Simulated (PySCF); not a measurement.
# O, O⁺: ionisation energy in x2c-TZVPall

Wanted: the ionisation energy of oxygen, up a ladder of methods.

Method: unrestricted determinants in a Gaussian basis, no spin-orbit coupling in the energies. Code: PySCF 2.14.0.

6 further runs of the same task are left out: 6 that didn't finish.

## 1. Starting point

* Element: oxygen (Z = 8)
* Basis: x2c-TZVPall (5s3p2d1f, 31 functions)
* Hamiltonian: the spin-free X2C one-electron Hamiltonian (Gaussian nucleus)
* State 1: O: [He] 2s2 2p4, high-spin 3P determinant
* State 2: O⁺: [He] 2s2 2p3, high-spin 4S determinant
* Methods: UHF, MN15, PBE0, MP2, CCSD(T)
* Core shells frozen in the correlated runs: valence: 1s2 (for O)

Outer shells as boxes (Hund's rule):

O [He] 2s2 2p4
```
[He] core
2s [↑↓]
2p [↑↓][↑ ][↑ ]
```

O+ [He] 2s2 2p3
```
[He] core
2s [↑↓]
2p [↑ ][↑ ][↑ ]
```

One driver process ran all states and methods and kept the integrals in memory. Each run is shown as a PySCF script that sums up its settings (the driver passes frozen orbitals as a list and adds second-order terms of double hybrids); the logs are those of the runs themselves. The driver starts from symmetry-adapted Hartree-Fock orbitals, holds the occupation by maximum overlap and uses a logarithmic radial grid for functionals, so a plain start would take other cycles.

It was started by

```
OMP_NUM_THREADS=1 python atomrun2.py TASK.json OUT
```

The integrals over 31 functions and the set-up took 0.09 s of CPU time.

## 2. O: the ladder of methods

**UHF**

input.py reads:

```python
from pyscf import gto, scf, dft, mp, cc
import basis_set_exchange as bse
mol = gto.M(atom="O 0 0 0", charge=0, spin=2, symmetry="D2h",
            basis=gto.basis.parse(bse.get_basis("x2c-TZVPall", elements=["O"], fmt="nwchem", header=False)),
            nucmod="G")
mf = scf.UHF(mol).sfx2c1e()
mf.irrep_nelec = {'Ag': (2, 2), 'B1u': (1, 0), 'B2u': (1, 1), 'B3u': (1, 0)}
mf.kernel()
```

Log:

```text
damping factor = 0
level_shift factor = 0
DIIS = <class 'pyscf.scf.diis.CDIIS'>
diis_start_cycle = 1
diis_space = 10
diis_damp = 0
SCF conv_tol = 1e-09
SCF conv_tol_grad = None
number electrons alpha = 5  beta = 3
cycle= 1 E= -74.8675942860814  delta_E= -0.00422  |g|= 0.0279  |ddm|= 0.0272
cycle= 2 E= -74.8678499262935  delta_E= -0.000256  |g|= 0.00729  |ddm|= 0.00808
cycle= 3 E= -74.8678727465348  delta_E= -2.28e-05  |g|= 0.000807  |ddm|= 0.00395
cycle= 4 E= -74.8678735742611  delta_E= -8.28e-07  |g|= 0.000379  |ddm|= 0.00106
cycle= 5 E= -74.8678737606771  delta_E= -1.86e-07  |g|= 9.59e-05  |ddm|= 0.000635
cycle= 6 E= -74.8678737678526  delta_E= -7.18e-09  |g|= 1.82e-05  |ddm|= 0.000123
cycle= 7 E= -74.8678737681458  delta_E= -2.93e-10  |g|= 3.2e-06  |ddm|= 2.27e-05
converged SCF energy = -74.8678737681458  <S^2> = 2.008202  2S+1 = 3.005463
```

Time after the integrals: 0.15 s (1 thread of AMD EPYC 7R43, shared host).

Orbital energies by shell (radii are means over both spins):

```tsv
shell	electrons	mean orbital energy (eV)	spread (eV)	rms radius (bohr)
1s α	1	-563.84	0	0.230
1s β	1	-561.69	0	0.230
2s α	1	-38.592	0	1.26
2s β	1	-29.289	0	1.26
2p α	3	-18.390	2.700	1.40
2p β	1	-14.165	0	1.40
```

⟨S²⟩ = 2.008, ⟨L²⟩ = 2.01.

**MN15**

Changes to input.py:

```diff
@@ -5,3 +5,3 @@
             nucmod="G")
-mf = scf.UHF(mol).sfx2c1e()
+mf = dft.UKS(mol, xc="MN15").sfx2c1e()
 mf.irrep_nelec = {'Ag': (2, 2), 'B1u': (1, 0), 'B2u': (1, 1), 'B3u': (1, 0)}
```

Log:

```text
damping factor = 0
level_shift factor = 0
DIIS = <class 'pyscf.scf.diis.CDIIS'>
diis_start_cycle = 1
diis_space = 10
diis_damp = 0
SCF conv_tol = 1e-09
SCF conv_tol_grad = None
number electrons alpha = 5  beta = 3
XC functionals = MN15
    H. S. Yu, X. He, S. L. Li, and D. G. Truhlar.,  Chem. Sci. 7, 5032-5051 (2016)
    H. S. Yu, X. He, S. L. Li, and D. G. Truhlar.,  Chem. Sci. 7, 5032-5051 (2016)
cycle= 1 E= -75.0890863709485  delta_E= -0.0103  |g|= 0.0164  |ddm|= 0.123
cycle= 2 E= -75.0892016314235  delta_E= -0.000115  |g|= 0.00891  |ddm|= 0.0169
cycle= 3 E= -75.0892276879875  delta_E= -2.61e-05  |g|= 0.00242  |ddm|= 0.00561
cycle= 4 E= -75.0892301768721  delta_E= -2.49e-06  |g|= 0.000248  |ddm|= 0.00169
cycle= 5 E= -75.0892302352609  delta_E= -5.84e-08  |g|= 2.68e-05  |ddm|= 0.000345
cycle= 6 E= -75.0892302358938  delta_E= -6.33e-10  |g|= 1.96e-06  |ddm|= 3.56e-05
converged SCF energy = -75.0892302358938  <S^2> = 2.0019004  2S+1 = 3.0012667
```

It took 0.4 s on 1 thread of AMD EPYC 7R43, shared host, the integrals not counted.

**PBE0**

Changes to input.py:

```diff
@@ -5,3 +5,3 @@
             nucmod="G")
-mf = dft.UKS(mol, xc="MN15").sfx2c1e()
+mf = dft.UKS(mol, xc="PBE0").sfx2c1e()
 mf.irrep_nelec = {'Ag': (2, 2), 'B1u': (1, 0), 'B2u': (1, 1), 'B3u': (1, 0)}
```

Log:

```text
damping factor = 0
level_shift factor = 0
DIIS = <class 'pyscf.scf.diis.CDIIS'>
diis_start_cycle = 1
diis_space = 10
diis_damp = 0
SCF conv_tol = 1e-09
SCF conv_tol_grad = None
number electrons alpha = 5  beta = 3
XC functionals = PBE0
    C. Adamo and V. Barone.,  J. Chem. Phys. 110, 6158 (1999)
    M. Ernzerhof and G. E. Scuseria.,  J. Chem. Phys. 110, 5029 (1999)
cycle= 1 E= -75.0716749958861  delta_E= -0.0049  |g|= 0.0127  |ddm|= 0.074
cycle= 2 E= -75.0717573614848  delta_E= -8.24e-05  |g|= 0.00284  |ddm|= 0.00971
cycle= 3 E= -75.071763288397  delta_E= -5.93e-06  |g|= 0.00114  |ddm|= 0.00335
cycle= 4 E= -75.0717638085357  delta_E= -5.2e-07  |g|= 0.000319  |ddm|= 0.000825
cycle= 5 E= -75.0717638652312  delta_E= -5.67e-08  |g|= 1.44e-05  |ddm|= 0.000294
cycle= 6 E= -75.0717638653763  delta_E= -1.45e-10  |g|= 9.7e-07  |ddm|= 1.67e-05
converged SCF energy = -75.0717638653763  <S^2> = 2.0034763  2S+1 = 3.0023166
```

It took 0.18 s on 1 thread of AMD EPYC 7R43, shared host, the integrals not counted.

**MP2 (valence)**

Changes to input.py:

```diff
@@ -5,4 +5,5 @@
             nucmod="G")
-mf = dft.UKS(mol, xc="PBE0").sfx2c1e()
+mf = scf.UHF(mol).sfx2c1e()
 mf.irrep_nelec = {'Ag': (2, 2), 'B1u': (1, 0), 'B2u': (1, 1), 'B3u': (1, 0)}
 mf.kernel()
+mp.UMP2(mf, frozen=1).kernel()
```

No log was kept for this step.

It took 0.01 s on 1 thread of AMD EPYC 7R43, shared host, the integrals not counted.

With 6 electrons correlated, the MP2 correlation energy is -0.14177 hartree (-0.03492 same spin, -0.10685 opposite spin); the SCS form gives -0.13986. Largest pairs of shells: 2p-2p -0.0667, 2s-2p -0.0649, 2s-2s -0.0102.

**CCSD(T) (valence)**

Changes to input.py:

```diff
@@ -8,2 +8,3 @@
 mf.kernel()
-mp.UMP2(mf, frozen=1).kernel()
+mycc = cc.CCSD(mf, frozen=1).run()
+mycc.ccsd_t()
```

Log:

```text
CC2 = 0
CCSD nocc = (np.int64(4), np.int64(2)), nmo = (30, 30)
frozen orbitals [[0], [0]]
max_cycle = 100
direct = 0
conv_tol = 1e-08
conv_tol_normt = 1e-06
diis_space = 8
diis_start_cycle = 0
Init t2, MP2 energy = -0.141768374835363
Init E_corr(UCCSD) = -0.141768374841247
cycle = 1  E_corr(UCCSD) = -0.154722618511652  dE = -0.0129542437  norm(t1,t2) = 0.0273868
cycle = 2  E_corr(UCCSD) = -0.157205902199918  dE = -0.00248328369  norm(t1,t2) = 0.00962037
cycle = 3  E_corr(UCCSD) = -0.158400858099445  dE = -0.0011949559  norm(t1,t2) = 0.00463595
cycle = 4  E_corr(UCCSD) = -0.158340411303802  dE = 6.04467956e-05  norm(t1,t2) = 0.00137563
cycle = 5  E_corr(UCCSD) = -0.158363829803683  dE = -2.34184999e-05  norm(t1,t2) = 0.000343053
cycle = 6  E_corr(UCCSD) = -0.158368725382133  dE = -4.89557845e-06  norm(t1,t2) = 9.73333e-05
cycle = 7  E_corr(UCCSD) = -0.158367633581096  dE = 1.09180104e-06  norm(t1,t2) = 2.25689e-05
cycle = 8  E_corr(UCCSD) = -0.158367630584205  dE = 2.99689107e-09  norm(t1,t2) = 4.34264e-06
cycle = 9  E_corr(UCCSD) = -0.158367631265927  dE = -6.81721568e-10  norm(t1,t2) = 7.05079e-07
UCCSD converged
E(UCCSD) = -75.02624139941172  E_corr = -0.1583676312659266
UCCSD(T) correction = -0.00284797618239479
```

Time after the integrals: 0.43 s (1 thread of AMD EPYC 7R43, shared host).

CCSD correlation -0.15837 hartree, triples -0.00285; total -75.029089. T1 = 0.006, largest double amplitude 0.043.

Radial density 4πr²ρ of O at UHF:

```tsv
r (bohr)	density	spin density
0.00275	0.0299	0.000
0.00463	0.0816	0.000
0.00778	0.216	0.000
0.0131	0.556	0.000
0.0220	1.35	0.001
0.0370	3.00	0.002
0.0623	5.67	0.007
0.105	8.23	0.031
0.176	7.78	0.129
0.296	4.23	0.467
0.498	3.37	1.174
0.838	4.77	1.618
1.41	2.96	0.942
2.37	0.600	0.163
3.99	0.0291	0.006
```

## 3. O⁺: the ladder of methods

**UHF**

input.py reads:

```python
from pyscf import gto, scf, dft, mp, cc
import basis_set_exchange as bse
mol = gto.M(atom="O 0 0 0", charge=1, spin=3, symmetry="D2h",
            basis=gto.basis.parse(bse.get_basis("x2c-TZVPall", elements=["O"], fmt="nwchem", header=False)),
            nucmod="G")
mf = scf.UHF(mol).sfx2c1e()
mf.irrep_nelec = {'Ag': (2, 2), 'B1u': (1, 0), 'B2u': (1, 0), 'B3u': (1, 0)}
mf.kernel()
```

Log:

```text
damping factor = 0
level_shift factor = 0
DIIS = <class 'pyscf.scf.diis.CDIIS'>
diis_start_cycle = 1
diis_space = 10
diis_damp = 0
SCF conv_tol = 1e-09
SCF conv_tol_grad = None
number electrons alpha = 5  beta = 2
cycle= 1 E= -74.4266189755823  delta_E= -1.62e-11  |g|= 1.22e-06  |ddm|= 8.85e-06
converged SCF energy = -74.4266189755823  <S^2> = 3.7554627  2S+1 = 4.0027304
```

Time after the integrals: 0.12 s (1 thread of AMD EPYC 7R43, shared host).

Orbital energies by shell (radii are means over both spins):

```tsv
shell	electrons	mean orbital energy (eV)	spread (eV)	rms radius (bohr)
1s α	1	-583.00	0	0.230
1s β	1	-579.31	0	0.230
2s α	1	-56.416	0	1.20
2s β	1	-41.724	0	1.20
2p α	3	-36.203	0	1.21
```

⟨S²⟩ = 3.755, ⟨L²⟩ = 0.00.

**MN15**

Changes to input.py:

```diff
@@ -5,3 +5,3 @@
             nucmod="G")
-mf = scf.UHF(mol).sfx2c1e()
+mf = dft.UKS(mol, xc="MN15").sfx2c1e()
 mf.irrep_nelec = {'Ag': (2, 2), 'B1u': (1, 0), 'B2u': (1, 0), 'B3u': (1, 0)}
```

Log:

```text
damping factor = 0
level_shift factor = 0
DIIS = <class 'pyscf.scf.diis.CDIIS'>
diis_start_cycle = 1
diis_space = 10
diis_damp = 0
SCF conv_tol = 1e-09
SCF conv_tol_grad = None
number electrons alpha = 5  beta = 2
XC functionals = MN15
    H. S. Yu, X. He, S. L. Li, and D. G. Truhlar.,  Chem. Sci. 7, 5032-5051 (2016)
    H. S. Yu, X. He, S. L. Li, and D. G. Truhlar.,  Chem. Sci. 7, 5032-5051 (2016)
cycle= 1 E= -74.5795670543167  delta_E= -0.00741  |g|= 0.0122  |ddm|= 0.111
cycle= 2 E= -74.5796350433816  delta_E= -6.8e-05  |g|= 0.0031  |ddm|= 0.0141
cycle= 3 E= -74.5796383748659  delta_E= -3.33e-06  |g|= 0.00101  |ddm|= 0.00301
cycle= 4 E= -74.5796386872952  delta_E= -3.12e-07  |g|= 8.86e-05  |ddm|= 0.000804
cycle= 5 E= -74.5796386928155  delta_E= -5.52e-09  |g|= 7.74e-06  |ddm|= 0.000182
cycle= 6 E= -74.5796386928517  delta_E= -3.63e-11  |g|= 1.9e-07  |ddm|= 1.44e-05
converged SCF energy = -74.5796386928517  <S^2> = 3.7504326  2S+1 = 4.0002163
```

Time after the integrals: 0.33 s (1 thread of AMD EPYC 7R43, shared host).

**PBE0**

Changes to input.py:

```diff
@@ -5,3 +5,3 @@
             nucmod="G")
-mf = dft.UKS(mol, xc="MN15").sfx2c1e()
+mf = dft.UKS(mol, xc="PBE0").sfx2c1e()
 mf.irrep_nelec = {'Ag': (2, 2), 'B1u': (1, 0), 'B2u': (1, 0), 'B3u': (1, 0)}
```

Log:

```text
damping factor = 0
level_shift factor = 0
DIIS = <class 'pyscf.scf.diis.CDIIS'>
diis_start_cycle = 1
diis_space = 10
diis_damp = 0
SCF conv_tol = 1e-09
SCF conv_tol_grad = None
number electrons alpha = 5  beta = 2
XC functionals = PBE0
    C. Adamo and V. Barone.,  J. Chem. Phys. 110, 6158 (1999)
    M. Ernzerhof and G. E. Scuseria.,  J. Chem. Phys. 110, 5029 (1999)
cycle= 1 E= -74.5641087411216  delta_E= -0.00192  |g|= 0.00519  |ddm|= 0.0571
cycle= 2 E= -74.5641250066045  delta_E= -1.63e-05  |g|= 0.000848  |ddm|= 0.00566
cycle= 3 E= -74.564125399215  delta_E= -3.93e-07  |g|= 0.000171  |ddm|= 0.000991
cycle= 4 E= -74.564125407823  delta_E= -8.61e-09  |g|= 2.54e-05  |ddm|= 9.91e-05
cycle= 5 E= -74.5641254080127  delta_E= -1.9e-10  |g|= 4.8e-07  |ddm|= 1.64e-05
converged SCF energy = -74.5641254080127  <S^2> = 3.7522235  2S+1 = 4.0011116
```

Time after the integrals: 0.16 s (1 thread of AMD EPYC 7R43, shared host).

**MP2 (valence)**

Changes to input.py:

```diff
@@ -5,4 +5,5 @@
             nucmod="G")
-mf = dft.UKS(mol, xc="PBE0").sfx2c1e()
+mf = scf.UHF(mol).sfx2c1e()
 mf.irrep_nelec = {'Ag': (2, 2), 'B1u': (1, 0), 'B2u': (1, 0), 'B3u': (1, 0)}
 mf.kernel()
+mp.UMP2(mf, frozen=1).kernel()
```

This step left no log, only its results.

Time after the integrals: 0.01 s (1 thread of AMD EPYC 7R43, shared host).

With 5 electrons correlated, the MP2 correlation energy is -0.09612 hartree (-0.02839 same spin, -0.06773 opposite spin); the SCS form gives -0.09074. Largest pairs of shells: 2s-2p -0.0632, 2p-2p -0.0231, 2s-2s -0.0098.

**CCSD(T) (valence)**

Changes to input.py:

```diff
@@ -8,2 +8,3 @@
 mf.kernel()
-mp.UMP2(mf, frozen=1).kernel()
+mycc = cc.CCSD(mf, frozen=1).run()
+mycc.ccsd_t()
```

Log:

```text
CC2 = 0
CCSD nocc = (np.int64(4), np.int64(1)), nmo = (30, 30)
frozen orbitals [[0], [0]]
max_cycle = 100
direct = 0
conv_tol = 1e-08
conv_tol_normt = 1e-06
diis_space = 8
diis_start_cycle = 0
Init t2, MP2 energy = -0.0961234230554364
Init E_corr(UCCSD) = -0.0961234230562016
cycle = 1  E_corr(UCCSD) = -0.108237724122704  dE = -0.0121143011  norm(t1,t2) = 0.0240632
cycle = 2  E_corr(UCCSD) = -0.110459429122678  dE = -0.002221705  norm(t1,t2) = 0.00792127
cycle = 3  E_corr(UCCSD) = -0.111440426899687  dE = -0.000980997777  norm(t1,t2) = 0.00324558
cycle = 4  E_corr(UCCSD) = -0.111395675592232  dE = 4.47513075e-05  norm(t1,t2) = 0.000535648
cycle = 5  E_corr(UCCSD) = -0.111403325285763  dE = -7.64969353e-06  norm(t1,t2) = 0.000106362
cycle = 6  E_corr(UCCSD) = -0.111403403434307  dE = -7.81485441e-08  norm(t1,t2) = 1.05642e-05
cycle = 7  E_corr(UCCSD) = -0.111403467834276  dE = -6.43999688e-08  norm(t1,t2) = 1.28232e-06
cycle = 8  E_corr(UCCSD) = -0.111403449754937  dE = 1.80793386e-08  norm(t1,t2) = 1.96719e-07
cycle = 9  E_corr(UCCSD) = -0.111403451358104  dE = -1.60316646e-09  norm(t1,t2) = 3.20765e-08
UCCSD converged
E(UCCSD) = -74.5380224269404  E_corr = -0.1114034513581037
UCCSD(T) correction = -0.00155029811607721
```

It took 0.38 s on 1 thread of AMD EPYC 7R43, shared host, the integrals not counted.

CCSD correlation -0.11140 hartree, triples -0.00155; total -74.539573. T1 = 0.004, largest double amplitude 0.036.

Radial density 4πr²ρ of O⁺ at UHF:

```tsv
r (bohr)	density	spin density
0.00275	0.0300	0.000
0.00463	0.0819	0.000
0.00778	0.217	0.000
0.0131	0.559	0.000
0.0220	1.36	0.001
0.0370	3.02	0.003
0.0623	5.70	0.012
0.105	8.26	0.053
0.176	7.78	0.225
0.296	4.18	0.808
0.498	3.28	1.988
0.838	4.48	2.608
1.41	2.39	1.336
2.37	0.296	0.171
3.99	0.00509	0.003
```

## 4. Orbital energies side by side

Highest occupied Hartree-Fock shell of each state: O 2p β at -14.165 eV; O⁺ 2p α at -36.203 eV.

## 5. The energy differences

Ionisation energy: O [He] 2s2 2p4 (3P) → O⁺ [He] 2s2 2p3 (4S).

```tsv
method	value (eV)	error (eV)	CPU time, both states (s)
UHF	12.007	-1.601	0.27
MN15	13.867	+0.258	0.73
PBE0	13.814	+0.205	0.34
MP2 (valence)	13.249	-0.359	0.29
SCS-MP2 (valence)	13.344	-0.265	0.29
CCSD (valence)	13.285	-0.323	
CCSD(T) (valence)	13.320	-0.288	1.1
```

Reference: 13.608 eV (measured; NIST levels, between the centres of gravity of the two terms). Errors of the correlated levels include the incompleteness of this basis.

Times are CPU seconds on a shared host without the integrals; correlated rows include their Hartree-Fock run, whose time holds the symmetry-adapted start and any spin-orbit constants, while functionals begin from orbitals already made.

## 6. Results

| quantity | value |
| --- | --- |
| ionisation energy, O | UHF 12.007, CCSD(T) (valence) 13.320 eV; reference 13.608 |

Accuracy against cost (mean over 1 difference):

```tsv
method	mean absolute miss against the measured value (with the measured fine structure taken into account where it is known) (eV)	CPU time, both states (s)
UHF	1.601	0.27
MN15	0.258	0.73
PBE0	0.205	0.34
MP2 (valence)	0.359	0.29
SCS-MP2 (valence)	0.265	0.29
CCSD (valence)	0.323	
CCSD(T) (valence)	0.288	1.1
```

In words: PBE0 lands nearest to the measured value (off by 0.21 eV); UHF misses by most (1.60 eV). Hartree-Fock falls short because the species with more electrons holds more correlation energy, which it lacks. All values hold for this basis alone; no basis-set limit was taken. The dearest level timed, CCSD(T) (valence), costs 4.1 times the cheapest, UHF, and differs from the measured value (with the measured fine structure taken into account where it is known) by 0.29 against 1.60 eV.
